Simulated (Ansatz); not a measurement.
Results of PBE in Ansatz (plane waves, PAW) for hcp Re.

Settings: plane-wave cutoff 520 eV, 30×30×14 k mesh (along the axes of the cell as run), Fermi–Dirac smearing 0.055 eV (set by the program), no spin polarisation, scalar-relativistic PAW data made under PBE.

Computed at the level's own relaxed cell.

Elastic tensor (GPa, Voigt notation, ions relaxed):

```
  608.3   266.0   216.8     0.0     0.0     0.0
  266.0   608.3   216.8     0.0     0.0     0.0
  216.8   216.8   663.8     0.0     0.0     0.0
    0.0     0.0     0.0   160.8     0.0     0.0
    0.0     0.0     0.0     0.0   160.8     0.0
    0.0     0.0     0.0     0.0     0.0   171.2
```

Task: Work out the Voigt, Reuss and Hill averages of the bulk and shear moduli, Young's modulus and Poisson's ratio from the printed constants.

Result: K_V = [C11 + C22 + C33 + 2(C12 + C13 + C23)]/9 = [1880.4 + 2 × 699.6]/9 = 364.4 GPa. G_V = [1880.4 − 699.6 + 3 × 492.8]/15 = 177.3 GPa. From the compliances S = C⁻¹, K_R = 364.4 and G_R = 174.7 GPa. Hill means: K = 364.4, G = 176.0 GPa. E = 9KG/(3K + G) = 455 GPa, ν = (3K − 2G)/(6K + 2G) = 0.29, K/G = 2.07.

Measured, for comparison: elastic constant C11 616 GPa, elastic constant C12 273 GPa, elastic constant C44 161 GPa, elastic constant C33 683 GPa, elastic constant C13 206 GPa (temperature not stated, no zero-point or thermal correction; as tabulated in Mehl and Papaconstantopoulos (1996), arXiv:mtrl-th/9602003). Computed (rounded) less measured: elastic constant C11 -1 %, elastic constant C12 -3 %, elastic constant C44 0.0 %, elastic constant C33 -3 %, elastic constant C13 +5 %. A static lattice is as a rule a little smaller and stiffer than an uncorrected measurement, which narrows the difference in the elastic constant C13 and would widen misses of the other sign.

Spin–orbit coupling is not included.

Computed values are for the static lattice.

Ansatz is a quantum-chemistry and plane-wave program.
